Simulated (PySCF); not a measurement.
Species: nitrogen trifluoride, NF3.
Atom-mapped SMILES: `[F:1][N:2]([F:3])[F:4]`

Geometry (PBE0-D3(BJ)/def2-SVP, Å), atoms numbered from 1 in this order:
```xyz
4
NF3 angstrom
F     -0.5514    1.0728   -0.1658
N      0.0076   -0.0031    0.4329
F     -0.6444   -1.0331   -0.1513
F      1.2262   -0.0619   -0.1488
```

Computed, not measured: core-valence-separated Tamm–Dancoff BHandHLYP/aug-pcX-1 in PySCF, non-relativistic, gas phase, PBE0-D3(BJ)/def2-SVP geometry. No empirical shift is added; at this level the pattern usually sits a few eV under experiment.

Problem. List the fluorine K-edge absorption lines.

Solution. 
| E (eV) | f | core hole on | main final orbital |
| --- | --- | --- | --- |
| 683.89 | 0.1789 | F1/F3/F4 | spread (3 roots, f summed) |
| 688.38 | 0.0268 | F1/F3/F4 | LUMO+1/LUMO+2 (3 roots, f summed) |
| 688.88 | 0.0198 | F1/F3/F4 | spread (3 roots, f summed) |
| 689.34 | 0.0116 | F1/F3/F4 | LUMO (3 roots, f summed) |
| 690.83 | 0.0049 | F1/F3/F4 | LUMO+3 (3 roots, f summed) |

The first line with a tenth or more of the strongest one's intensity is at 683.89 eV (f = 0.179, sum of 3), with the hole on F1/F3/F4 (fluorine bonded to N). It is also the strongest listed.

Problem. Give energies, oscillator strengths and core holes at the N K edge.

Solution. 
```tsv
E (eV)	f	core hole on	main final orbital
403.44	0.2123	N2	LUMO+5/LUMO+6 (2 roots, f summed)
404.95	0.0612	N2	LUMO+4 (50 %)
409.91	0.0027	N2	LUMO+3 (70 %)
411.06	0.0022	N2	LUMO+4 (44 %)
411.10	0.0077	N2	LUMO+1/LUMO+2 (2 roots, f summed)
```

The first line with a tenth or more of the strongest one's intensity is at 403.44 eV (f = 0.212, sum of 2), with the hole on N2 (nitrogen bonded to 3 F). It is also the strongest listed.

Roots within 0.03 eV whose holes lie on the same, on equivalent or on shared atoms are summed into one line, and the highest roots are left out, as the search may have cut off their partners. Final orbitals are the ground state's empty Kohn–Sham orbitals.

Problem. What is the summed oscillator strength of the listed F K lines, and their intensity-weighted mean energy?

Solution. Σf = 0.242 over 5 lines from 683.89 to 690.83 eV; the weighted mean is 685.20 eV. The strongest line holds 74 % of the sum.

The ionisation thresholds weren't computed; near and above them a finite basis only mimics Rydberg series and continuum.
